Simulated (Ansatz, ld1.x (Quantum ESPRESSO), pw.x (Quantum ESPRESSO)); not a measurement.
# pw.x on diamond S: one setting changed

Potential: norm-conserving RRKJ (Kleinman–Bylander form), ld1.x (Quantum ESPRESSO) 7.5, LDA (PW92); core [Ne], reference 3s2 3p4; waves: 3p (bound): rc 1.15 bohr; 3d channel at 0.35 Ry: rc 1.15 bohr; 3s (bound): rc 1.72 bohr; local part: the s channel; core correction: Bessel-smoothed model core inside 0.80 bohr.

The reference run (k-mesh 8³, cutoffs 120/480 Ry, Fermi–Dirac 0.01 Ry, mixing_beta 0.4, conv_thr 1e-9, no spin) gives -0.52 GPa at 22.380 Å³/atom, where all-electron LAPW gives 0.01 GPa. This run, with its own iteration cap, changes smearing to mv.

```
&control
  calculation='scf', prefix='x', pseudo_dir='./', outdir='./tmp', tstress=.true., disk_io='none'
/
&system
  ibrav=0, nat=2, ntyp=1, ecutwfc=120, ecutrho=480, nbnd=14,
  occupations='smearing', smearing='mv', degauss=0.01
/
&electrons
  conv_thr=1e-09, mixing_beta=0.4, electron_maxstep=60
/
ATOMIC_SPECIES
S 1.0 S.UPF
CELL_PARAMETERS angstrom
  0.00000000 2.81808028 2.81808028
  2.81808028 0.00000000 2.81808028
  2.81808028 2.81808028 0.00000000
ATOMIC_POSITIONS crystal
S 0.0000 0.0000 0.0000
S 0.2500 0.2500 0.2500
K_POINTS automatic
8 8 8 0 0 0
```

```bash
pw.x < S.scf.in > S.scf.out
```

Q: How does the run end?

A: It converges in 7 iterations; the free energy moves by +26.4 meV/atom and the pressure by -0.06 GPa. This scheme is built to cancel the term in the square of the width that Fermi–Dirac smearing leaves in the F of a metal.

```
Message from routine setup:
     using ibrav=0 with symmetry is DISCOURAGED, use correct ibrav instead
     lattice parameter (alat)  =       7.5313  a.u.
     unit-cell volume          =     302.0555 (a.u.)^3
     number of electrons       =        12.00
     number of Kohn-Sham states=           14
     kinetic-energy cutoff     =     120.0000  Ry
     charge density cutoff     =     480.0000  Ry
     scf convergence threshold =      1.0E-09
     Exchange-correlation= PW
     number of k points=    29  Marzari-Vanderbilt smearing, width (Ry)=  0.0100
     iteration #  1     ecut=   120.00 Ry     beta= 0.40
     total energy              =     -69.01955292 Ry
     estimated scf accuracy    <       0.00254190 Ry
     iteration #  2     ecut=   120.00 Ry     beta= 0.40
     total energy              =     -69.01932813 Ry
     estimated scf accuracy    <       0.00077741 Ry
     iteration #  3     ecut=   120.00 Ry     beta= 0.40
     total energy              =     -69.01936220 Ry
     estimated scf accuracy    <       0.00000188 Ry
     iteration #  4     ecut=   120.00 Ry     beta= 0.40
     total energy              =     -69.01936479 Ry
     estimated scf accuracy    <       0.00000022 Ry
     iteration #  5     ecut=   120.00 Ry     beta= 0.40
     total energy              =     -69.01936480 Ry
     estimated scf accuracy    <       0.00000009 Ry
     iteration #  6     ecut=   120.00 Ry     beta= 0.40
     total energy              =     -69.01936481 Ry
     estimated scf accuracy    <          1.4E-09 Ry
     iteration #  7     ecut=   120.00 Ry     beta= 0.40
     the Fermi energy is     5.1945 ev
!    total energy              =     -69.01936481 Ry
     estimated scf accuracy    <          8.5E-11 Ry
     smearing contrib. (-TS)   =       0.00003433 Ry
     The total energy is F=E-TS. E is the sum of the following terms:
     one-electron contribution =      -0.40534477 Ry
     hartree contribution      =       5.65221558 Ry
     xc contribution           =     -37.85121525 Ry
     ewald contribution        =     -36.41505469 Ry
     convergence has been achieved in   7 iterations
          total   stress  (Ry/bohr**3)                   (kbar)     P=       -5.73
     Message from routine punch:
     Nothing written, as per user request (disk_io='none')
```

The run took about 35 s on one core of a shared host (Neoverse-V2, 96 threads, 742 GiB, load 48).
